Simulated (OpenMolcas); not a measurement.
A ladder of methods for CHF2 (difluoromethyl radical)

The species is CHF2 (4 atoms), meant as a doublet with charge 0. As SMILES, `F[CH]F`. The coordinates come from a PBE0-D4/def2-TZVP relaxation.

```xyz
4

F    -1.2082    0.2646   -0.1417
C     0.0386    0.0634    0.2444
F     0.4331   -1.1668   -0.0296
H     0.7365    0.8387   -0.0731
```

Quantity: the energy change with the F1–C2 bond stretched from 1.321 to 2.641 Å, in eV. The values are calculated.

```csv
level,kind,program,value (eV),less FCI/STO-3G
ROHF/STO-3G,Hartree–Fock,OpenMolcas,3.85,-0.12
UPBE/STO-3G,GGA,OpenMolcas,5.27,+1.30
U-r2SCAN/STO-3G,meta-GGA,OpenMolcas,5.06,+1.09
UB3LYP/STO-3G,global hybrid,OpenMolcas,4.99,+1.02
UPBE0/STO-3G,global hybrid,OpenMolcas,5.24,+1.27
"CASSCF(3,3)/STO-3G",multireference,OpenMolcas,3.54,-0.43
FCI/STO-3G,exact in the basis,OpenMolcas,3.97,0.00
```

FCI/STO-3G is exact within its basis and frozen core, so for wave-function methods in that basis the difference is their error; functionals converge differently with the basis, so for them it is only a difference. The first shape isn't each level's own minimum. The values span 3.54 to 5.27 eV. Spin contamination of the reference (⟨S²⟩ at least 0.1 too high) touches UPBE/STO-3G, U-r2SCAN/STO-3G, UB3LYP/STO-3G, UPBE0/STO-3G. All rows use very small basis sets, so even the best lies far from the true value.
